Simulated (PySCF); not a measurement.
Choosing a molecule for a target property.

Each SMILES stands for a single optimised conformer of the isolated species, non-relativistic unless stated; the electronic structure was computed with PySCF and density fitting.

Dipoles, sizes and rotational constants follow the conformer. The torsions of the flexible species, by atom-mapped SMILES:
- `[CH3:1][CH2:2][n:3]1[cH:4][cH:5][n:6][cH:7]1`: C1–C2–N3–C4 -84°
- `[CH3:1][CH2:2][c:3]1[cH:4][cH:5][c:6]([S:7][CH3:8])[n:9][cH:10]1`: C1–C2–C3–C4 87°, C5–C6–S7–C8 180°
- `[CH2:1]=[CH:2]/[CH:3]=[CH:4]/[CH:5]=[CH:6]/[CH:7]=[CH2:8]`: C1–C2–C3–C4 180°, C3–C4–C5–C6 180°, C5–C6–C7–C8 180°
- `[CH2:1]=[CH:2][CH2:3][C@@:4]([C:5]#[N:6])([O:7][CH3:8])[O:9][SiH3:10]`: C1–C2–C3–C4 -122°, C2–C3–C4–C5 176°, C3–C4–O7–C8 178°, C3–C4–O9–Si10 64°
- `[CH3:1][CH2:2][c:3]1[cH:4][cH:5][cH:6][cH:7][cH:8]1`: C1–C2–C3–C4 -89°
- `[CH3:1][S:2][Si@@:3]([NH2:4])([C:5]#[N:6])[NH:7][SiH2:8][C:9]#[N:10]`: C1–S2–Si3–N4 -69°, S2–Si3–N7–Si8 -172°, Si3–N7–Si8–C9 -32°, H–N4–Si3–S2 20°, H–N4–Si3–S2 -175°
- `[CH3:1][O:2][Si@H:3]([OH:4])[CH2:5][n:6]1[cH:7][cH:8][cH:9][cH:10]1`: C1–O2–Si3–O4 -177°, O2–Si3–C5–N6 -56°, Si3–C5–N6–C7 94°, H–O4–Si3–O2 38°
- `[CH3:1][O:2][C@@H:3]1[CH2:4][O:5][C+:6]([CH3:7])[O:8]1`: C1–O2–C3–C4 -168°
- `[CH3:1][CH2:2][c:3]1[s:4][c:5]([C:6](=[O:7])[Cl:8])[cH:9][c:10]1[Cl:11]`: C1–C2–C3–S4 0°, S4–C5–C6–O7 180°

Question: Wanted: HOMO–LUMO gap between 5.7 eV and 7 eV (PBE0/pcSseg-1) and dipole moment above 1.7 D (PBE0/pcSseg-1), at GFN2-xTB geometries. Which candidate meets both?
A. `CS[Si@@](N)(C#N)N[SiH2]C#N`
B. `CCC1=CN=C(SC)C=C1`
C. `CCc1ccccc1`
D. `CCn1ccnc1`
E. `C=C/C=C/C=C/C=C`
F. `CO[Si@H](O)Cn1cccc1`
G. `C=CC[C@@](C#N)(OC)O[SiH3]`

Answer: A. Computed values:
```csv
species,HOMO–LUMO gap,dipole moment
C=C/C=C/C=C/C=C,4.13 eV,0.00 D
CCC1=CN=C(SC)C=C1,5.39 eV,1.84 D
CS[Si@@](N)(C#N)N[SiH2]C#N,6.05 eV,3.77 D
CCc1ccccc1,6.91 eV,0.40 D
CO[Si@H](O)Cn1cccc1,7.10 eV,1.61 D
CCn1ccnc1,7.25 eV,4.27 D
C=CC[C@@](C#N)(OC)O[SiH3],7.72 eV,2.46 D
```

Question: Wanted: smallest rotational constant below 1 GHz (GFN2-xTB) and HOMO energy above -7.2 eV (PBE0/pcSseg-1), at GFN2-xTB geometries. Which candidate meets both?
A. `CCc1ccccc1`
B. `CCN1C=CN=C1`
C. `CCC1=C(Cl)C=C(C(=O)Cl)S1`
D. `C=CC[C@@](C#N)(OC)O[SiH3]`
E. `c1(CC)ccc(nc1)SC`
F. `CO[C@@H]1CO[C+](C)O1`

Answer: E. Computed values:
```csv
species,smallest rotational constant,HOMO energy
CCC1=C(Cl)C=C(C(=O)Cl)S1,0.335 GHz,-7.39 eV
c1(CC)ccc(nc1)SC,0.520 GHz,-6.11 eV
C=CC[C@@](C#N)(OC)O[SiH3],0.782 GHz,-7.83 eV
CO[C@@H]1CO[C+](C)O1,1.180 GHz,-13.17 eV
CCc1ccccc1,1.243 GHz,-7.00 eV
CCN1C=CN=C1,1.751 GHz,-6.55 eV
```
